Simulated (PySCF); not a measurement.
# What builds the electron affinity along the third row

All values are computed (PySCF 2.14, energy differences of UHF-based or UKS calculations, no spin-orbit coupling). Each column adds one step, in eV (sums use unrounded values): valence MP2, valence CCSD, valence triples, then the next inner shell at CCSD(T) (Al 2s 2p, Si 2s 2p, S 2s 2p, Cl 2s 2p). References (photodetachment measurements) marked * lie between the lowest fine-structure levels; the others compare directly ((s) semi-empirical, (t) theoretical).

```json
{"element": "Al [Ne] 3s2 3p2 → [Ne] 3s2 3p1 (aug-cc-pwCVDZ, non-relativistic)", "UHF": "0.020", "+ MP2": "0.295", "+ CCSD": "0.020", "+ (T)": "0.031", "+ inner shell": "-0.015", "sum": "0.350", "reference": "0.433 *"}
{"element": "Si [Ne] 3s2 3p3 → [Ne] 3s2 3p2 (aug-cc-pwCVDZ, non-relativistic)", "UHF": "0.862", "+ MP2": "0.452", "+ CCSD": "-0.058", "+ (T)": "0.032", "+ inner shell": "-0.010", "sum": "1.278", "reference": "1.390 *"}
{"element": "S [Ne] 3s2 3p5 → [Ne] 3s2 3p4 (aug-cc-pwCVDZ, non-relativistic)", "UHF": "0.915", "+ MP2": "0.882", "+ CCSD": "-0.075", "+ (T)": "0.056", "+ inner shell": "0.000", "sum": "1.778", "reference": "2.077 *"}
{"element": "Cl [Ar] → [Ne] 3s2 3p5 (aug-cc-pwCVDZ, non-relativistic)", "UHF": "2.461", "+ MP2": "1.096", "+ CCSD": "-0.193", "+ (T)": "0.055", "+ inner shell": "-0.001", "sum": "3.419", "reference": "3.613 *"}
```

Double-zeta sets recover only part of the correlation energy.

What remains against the references is mostly basis incompleteness and, for starred values, spin-orbit coupling.

**Question.** What share of the correlation contribution for Cl comes from the inner shell?

**Answer.** The four steps add to 0.957 eV, of which the inner shell gives -0.001 eV, or 0 %.
